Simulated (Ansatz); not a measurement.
Process, species as SMILES: ClB(Cl)Cl → B atom + 3 Cl atom
B3LYP-D3(BJ)/def2-TZVP geometries, fixed; electronic energies without zero-point terms.

The atomisation energy at CCSD(T) with Ansatz (a quantum-chemistry and plane-wave program), in kcal/mol, split into its Hartree-Fock and correlation parts. Cores are frozen. Open shells are unrestricted. No added dispersion term, no relativity. Functions are those of the species that has most.

| basis | X | functions | Hartree-Fock | CCSD(T) |
|---|---|---|---|---|
| cc-pV(D+d)Z | 2 | 83 | 242.16 | 298.92 |
| cc-pV(T+d)Z | 3 | 147 | 244.34 | 311.99 |
| cc-pV(Q+d)Z | 4 | 247 | 244.44 | 318.78 |

Worked estimate of the basis-set limit from each neighbouring pair, with Hartree-Fock from the larger set and the correlation part extrapolated as X^-3.
Correlation parts: X = 2: 56.76, X = 3: 67.65, X = 4: 74.34.
- (2,3): (27·(67.65) - 8·(56.76))/19 = 72.24; with Hartree-Fock 244.34 the estimate is 316.58 kcal/mol.
- (3,4): (64·(74.34) - 27·(67.65))/37 = 79.22; with Hartree-Fock 244.44 the estimate is 323.66 kcal/mol.
The last two estimates differ by 7.09 kcal/mol; the largest set lies 4.88 from the last. Over the last step Hartree-Fock moves by 0.10 and the correlation part by 6.69.
